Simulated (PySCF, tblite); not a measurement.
# C4H6F radical: geometry, infrared bands and EPR parameters

What infrared bands and EPR parameters should C4H6F radical (`C[C]1C[C@@H]1F`) show?

Computed with tblite 0.8.0 and PySCF 2.14.0, with density-fitted response routines of our own, on a single molecule in the gas phase. Atoms are numbered from 0 throughout.

## (1) Starting geometry

11 atoms, charge 0, multiplicity 2; geometry from: force field or distance geometry start.

Bonds of the start (Å): C0–C1 1.49, C1–C2 1.44, C2–C3 1.50, C3–F4 1.36, C3–C1 1.44, C0–H5 1.09, C0–H6 1.08, C0–H7 1.09, C2–H8 1.08, C2–H9 1.09, C3–H10 1.08.

## (2) Relaxing the molecule with GFN2-xTB

What the job is given:

```
{"job": {"kind": "relax", "xc": "GFN2-xTB", "basis": "xTB"}, "charge": 0, "multiplicity": 2}
C      1.425700     0.080300     0.285600
C     -0.025300    -0.005100     0.629300
C     -0.955400    -0.835900    -0.093600
C     -1.050900     0.665200    -0.128400
F     -0.683800     1.304000    -1.275800
H      1.817600     1.044500     0.611400
H      1.977100    -0.707400     0.786900
H      1.591400    -0.006700    -0.786900
H     -0.590100    -1.340100    -0.977900
H     -1.677400    -1.384100     0.509600
H     -1.823400     1.188100     0.413900
```

Command:

```
OMP_NUM_THREADS=1 python probes_run.py task.json out
```

One launch serves the whole session: the jobs run in the order shown.

What it wrote:

```text
step      E/eV     max force
  0    -441.75210    2.346
  1    -441.80945    0.778
  2    -441.83351    0.443
  3    -441.86200    0.371
  4    -441.87327    0.292
  5    -441.88208    0.238
  6    -441.88863    0.201
  7    -441.89386    0.164
  8    -441.89728    0.208
  9    -441.89998    0.209
 10    -441.90241    0.164
 11    -441.90483    0.164
 12    -441.90717    0.158
 13    -441.90936    0.114
 14    -441.91135    0.107
 15    -441.91327    0.105
 16    -441.91519    0.117
 17    -441.91702    0.117
 18    -441.91846    0.088
 19    -441.91939    0.082
 20    -441.92010    0.075
 21    -441.92088    0.097
 22    -441.92168    0.091
 23    -441.92221    0.056
 24    -441.92245    0.045
 25    -441.92259    0.043
 26    -441.92276    0.048
 27    -441.92299    0.053
 28    -441.92317    0.033
 29    -441.92326    0.025
 30    -441.92329    0.018
 31    -441.92332    0.013
 32    -441.92333    0.009
```

Wall time 0.11 s (1 thread of Arm Neoverse V1, shared host).

The steps of the relaxation:

```
step  energy from step 0 (eV)  largest force (eV/Å)
   0                   0.0000                2.3463
   1                  -0.0574                0.7775
   2                  -0.0814                0.4434
   3                  -0.1099                0.3715
   4                  -0.1212                0.2921
   5                  -0.1300                0.2378
   6                  -0.1365                0.2014
   7                  -0.1418                0.1644
   8                  -0.1452                0.2080
   9                  -0.1479                0.2085
  10                  -0.1503                0.1636
  11                  -0.1527                0.1643
  12                  -0.1551                0.1578
  13                  -0.1573                0.1143
  14                  -0.1593                0.1066
  15                  -0.1612                0.1051
  16                  -0.1631                0.1170
  17                  -0.1649                0.1172
  18                  -0.1664                0.0880
  19                  -0.1673                0.0817
  20                  -0.1680                0.0750
  21                  -0.1688                0.0967
  22                  -0.1696                0.0907
  23                  -0.1701                0.0560
  24                  -0.1704                0.0455
  25                  -0.1705                0.0430
  26                  -0.1707                0.0481
  27                  -0.1709                0.0529
  28                  -0.1711                0.0330
  29                  -0.1712                0.0246
  30                  -0.1712                0.0179
  31                  -0.1712                0.0131
  32                  -0.1712                0.0094
```

Close pairs (by a distance rule), those that changed most:

```
  bond  before (Å)  after (Å)  change (Å)
 C1–C2       1.441      1.470      +0.029
 C0–C1       1.494      1.469      -0.025
 C1–C3       1.441      1.456      +0.016
 C3–F4       1.364      1.379      +0.015
 C2–C3       1.505      1.517      +0.013
 C0–H7       1.089      1.097      +0.009
 C2–H9       1.089      1.082      -0.007
C3–H10       1.079      1.084      +0.005
```

The next job starts from the end point, and lists it.

## (3) Vibrational analysis with GFN2-xTB

What the job is given:

```
{"job": {"kind": "ir", "xc": "GFN2-xTB", "basis": "xTB"}, "charge": 0, "multiplicity": 2}
C      1.512731     0.089456     0.319567
C      0.057863     0.007664     0.504089
C     -0.978218    -0.844292    -0.097236
C     -1.071386     0.669899    -0.133687
F     -0.896840     1.307118    -1.343836
H      1.892657     1.037077     0.698531
H      2.009593    -0.731041     0.836066
H      1.776052     0.025243    -0.743892
H     -0.748225    -1.379930    -1.012944
H     -1.698600    -1.358408     0.525314
H     -1.850202     1.179885     0.422064
```

What it wrote:

```text
mode    cm-1     km/mol
  1      87.3      1.18
  2     149.9     10.92
  3     283.8      5.52
  4     381.7      5.05
  5     493.5      5.53
  6     771.7     25.16
  7     818.2     22.43
  8     870.3      1.11
  9     916.3     21.69
 10     988.3     10.42
 11    1024.4      1.54
 12    1044.8      6.38
 13    1060.9     20.01
 14    1123.1     63.19
 15    1129.4     22.49
 16    1252.5     33.79
 17    1379.1      6.60
 18    1398.0      2.63
 19    1443.9      5.42
 20    1459.9      7.03
 21    1512.6     31.25
 22    2887.5     12.09
 23    3003.5      4.66
 24    3009.8     20.65
 25    3017.8     16.24
 26    3019.0     40.21
 27    3043.4     18.19
```

It took 0.17 s on 1 thread of Arm Neoverse V1, shared host.

The strongest bands and the atoms that carry them (share of the mass-weighted mode):

| cm⁻¹ | km/mol | atoms |
| --- | --- | --- |
| 772 | 25.2 | C0 21 %, C2 19 %, H9 18 %, C3 13 % |
| 818 | 22.4 | C3 20 %, F4 18 %, H9 15 %, H8 13 % |
| 916 | 21.7 | H10 25 %, C3 25 %, H7 13 % |
| 1123 | 63.2 | C3 26 %, C2 18 %, H10 18 %, C1 13 % |
| 1129 | 22.5 | C1 29 %, H5 13 %, C2 12 %, C3 11 % |
| 1252 | 33.8 | H10 73 %, C3 17 % |
| 1513 | 31.2 | C1 56 %, C3 17 %, C2 16 % |
| 3019 | 40.2 | H10 54 %, H5 23 %, H8 16 % |

## (4) EPR parameters: B3LYP/pcH-1

Settings changed since step 3:

```diff
@@ -1,2 +1,2 @@
-{"job": {"kind": "ir", "xc": "GFN2-xTB", "basis": "xTB"}, "charge": 0, "multiplicity": 2}
+{"job": {"kind": "epr", "basis": "pcH-1"}, "charge": 0, "multiplicity": 2}
 C      1.512731     0.089456     0.319567
```

Method: UKS B3LYP, pcH-1 on C F H, non-relativistic, mean-field spin-orbit, GIAO.

What it wrote:

```text
UKS, coarse grid
  cycle   1  E = -255.73486357  |g| = 3.77e-01
  cycle   2  E = -255.70109509  |g| = 5.29e-01
  cycle   3  E = -255.78818455  |g| = 5.60e-02
  cycle   4  E = -255.78919324  |g| = 2.89e-02
  cycle   5  E = -255.78958583  |g| = 5.87e-03
  cycle   6  E = -255.78960615  |g| = 2.95e-03
  cycle   7  E = -255.78961208  |g| = 1.05e-03
  cycle   8  E = -255.78961317  |g| = 2.88e-04
UKS, final grid
  cycle   1  E = -255.78960771  |g| = 3.03e-04
  cycle   2  E = -255.78960768  |g| = 4.01e-04
  cycle   3  E = -255.78960776  |g| = 3.93e-05
  cycle   4  E = -255.78960776  |g| = 1.66e-05
E = -255.78960776 Eh   <S^2> = 0.7534 (exact 0.7500)
g shifts (ppm)      1          2          3
  rmc          -154       -154       -154
  gc             13         35          9
  oz_so          23        660       1197
  total        -118        541       1053
hyperfine (MHz)  atom isotope    a_iso     a_fc   dipolar eigenvalues
    0   13C     -13.97     -13.97     -2.63     -1.65      4.28
    1   13C     243.50     243.50    -73.75    -70.62    144.37
    2   13C     -21.48     -21.48     -6.74     -1.18      7.92
    3   13C      -2.03      -2.03     -5.49      1.70      3.80
    4   19F      69.38      69.38    -69.63    -52.27    121.89
    5    1H      22.61      22.61     -5.16     -4.64      9.80
    6    1H      31.78      31.78     -5.13     -4.80      9.93
    7    1H     136.70     136.70     -4.71     -2.27      6.98
    8    1H      71.62      71.62     -5.78     -1.76      7.55
    9    1H     100.56     100.56     -7.00     -3.74     10.73
   10    1H      53.44      53.44     -6.60     -2.55      9.16
```

It took 19 s on 1 thread of Arm Neoverse V1, shared host; peak memory 0.65 GiB.

Principal g values 2.00220, 2.00286, 2.00337; g(iso) = 2.00281, against 2.00232 for a free electron.

Hyperfine couplings; where a row names several nuclei, a(iso) is their mean (it holds for fast rotation or exchange) and the dipolar term the largest among them:

| nuclei | isotope | a(iso) (MHz) | a(iso) (G, at g = 2.0023) | largest dipolar term (MHz) |
| --- | --- | --- | --- | --- |
| C1 | 13C | 243.5 | 86.9 | 144.4 |
| H9 | 1H | 100.6 | 35.9 | 10.7 |
| H8 | 1H | 71.6 | 25.6 | 7.5 |
| F4 | 19F | 69.4 | 24.8 | 121.9 |
| H5, H6, H7 | 1H | 63.7 | 22.7 | 9.9 |
| H10 | 1H | 53.4 | 19.1 | 9.2 |
| C2 | 13C | -21.5 | -7.7 | 7.9 |
| C0 | 13C | -14.0 | -5.0 | 4.3 |
| C3 | 13C | -2.0 | -0.7 | -5.5 |

Mulliken spin populations:

| atom | value (e) |
| --- | --- |
| C0 | -0.06 |
| C1 | 0.89 |
| C2 | -0.02 |
| C3 | -0.01 |
| F4 | 0.02 |
| H5 | 0.01 |
| H6 | 0.01 |
| H7 | 0.06 |
| H8 | 0.03 |
| H9 | 0.04 |
| H10 | 0.02 |

In first order the couplings over 0.8 MHz of 1H, 19F give 64 distinct lines over 173.4 G, if the averaged nuclei exchange fast; the same motion can average rows kept apart here too.

Orbitals, density, ELF and potential are computed afterwards from the orbital file.

ELF in a plane through or near 5 of the atoms.

Values, 10 rows by 14 columns:
```
0.00 0.00 0.00 0.00 0.00 0.00 0.00 0.00 0.00 0.00 0.00 0.00 0.00 0.00
0.00 0.00 0.00 0.00 0.00 0.00 0.00 0.00 0.00 0.01 0.00 0.00 0.00 0.00
0.00 0.00 0.00 0.16 0.21 0.00 0.00 0.05 0.22 0.86 0.83 0.09 0.00 0.00
0.00 0.00 0.37 0.99 0.99 0.14 0.10 0.44 0.75 1.00 0.99 0.49 0.00 0.00
0.00 0.01 0.22 0.94 0.98 0.56 0.66 0.78 0.51 0.70 0.49 0.05 0.00 0.00
0.00 0.00 0.05 0.46 0.75 0.67 0.61 0.21 0.41 0.45 0.20 0.02 0.00 0.00
0.00 0.00 0.36 0.99 1.00 0.42 0.24 0.80 0.71 0.99 0.98 0.39 0.00 0.00
0.00 0.00 0.05 0.82 0.92 0.06 0.01 0.10 0.25 0.77 0.86 0.24 0.00 0.00
0.00 0.00 0.00 0.00 0.00 0.00 0.00 0.00 0.00 0.01 0.02 0.00 0.00 0.00
0.00 0.00 0.00 0.00 0.00 0.00 0.00 0.00 0.00 0.00 0.00 0.00 0.00 0.00
```
The map spans 9.3 Å across and 8.2 Å up, centred on the molecule. Atoms in the plane (x, y in Å): C1 (-0.1, 0.1), H5 (-2.0, -0.9), H6 (-2.1, 0.9), H9 (1.7, 1.4), H10 (1.7, -1.2).

On the surface of density 0.002 e/bohr³ the electrostatic potential runs, from the 1st to the 99th percentile, from -1.07 V near F4 to 0.90 V near H10.

The spin density lies nearest to C1 69 %.

## (5) Summary of results

```
                                                                  quantity                 value
                                 strongest single infrared mode (GFN2-xTB)  1123 cm⁻¹, 63 km/mol
                                              zero-point energy (GFN2-xTB)         53.7 kcal/mol
                                                            g(iso) (B3LYP)               2.00281
                                                                      ⟨S²⟩    0.753 (exact 0.75)
                                        largest a(iso) (averaged by class)  13C on C1, 243.5 MHz
potential on the surface of density 0.002 e/bohr³, 1st and 99th percentile    -1.07 V and 0.90 V
```

In words: Over 32 steps the energy fell by 0.171 eV; of the close pairs, C1–C2 changed most, 1.441 to 1.470 Å. All 27 modes are real, so the xTB geometry is a minimum. The strongest single mode, at 1123 cm⁻¹, is spread over several atoms, C3, C2, H10, C1 among them. Unscaled tight-binding wavenumbers are off by several per cent, some by more. Its intensities can rank the bands wrongly. C1 carries the largest spin population, 0.89 e. The isotropic g lies 0.5 ppt above the free-electron value.
